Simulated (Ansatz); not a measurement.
`[SiH]S` + NH₃ → `N[SiH]` + H₂S at 500 K and 1 bar (ligand exchange at the Si–S bond).

Program: Ansatz. Geometries: PBE0-D4/def2-TZVP. ΔE: electronic, gas phase. CCSD(T)/CBS is extrapolated from def2-TZVPP and def2-QZVPP, frozen cores.

```
 species  CCSD(T)/CBS energy (Eh)  H − E (kJ/mol)  S (J/(mol·K))
`[SiH]S`               -688.02582            66.8          284.1
     NH₃                -56.50568           108.2          211.8
`N[SiH]`               -345.55824           110.7          274.5
     H₂S               -398.97119            57.0          224.0
```

H − E and S are ideal-gas, rigid-rotor, harmonic terms from PBE0-D4/def2-TZVP. 1 Eh = 2625.50 kJ/mol, R = 8.31446 J/(mol·K).

Question: By hand: ΔE, ΔH, ΔS and ΔG.

Answer: ΔE = (-345.55824) + (-398.97119) − (-688.02582) − (-56.50568) = 0.00207 Eh = 5.4 kJ/mol. Δ(H − E) = 110.7 + 57.0 − 66.8 − 108.2 = -7.3, so ΔH = -1.9 kJ/mol. ΔS = 274.5 + 224.0 − 284.1 − 211.8 = 2.6 J/(mol·K). ΔG = -1.9 − 500 × (2.6)/1000 = -3.2 kJ/mol.

Question: By hand: the equilibrium constant, and the temperature at which ΔG would vanish if ΔH and ΔS stayed fixed.

Answer: log₁₀ K = −ΔG/(RT ln 10) = 0.3. ΔH and −TΔS have one sign here, so there is no such temperature.

TΔS isn't small against ΔH here. The sign of ΔG lies within the doubt. A doubt of 5 kJ/mol in ΔE shifts log₁₀ K by 0.5 here. These are equilibria of isolated gas molecules and say nothing of rates. Largest T1 diagnostic: 0.016 (customary marks: 0.02 for closed shells, 0.045 for open ones).

ΔS is within the doubt of such terms, so its sign, and with it that verdict, could turn.
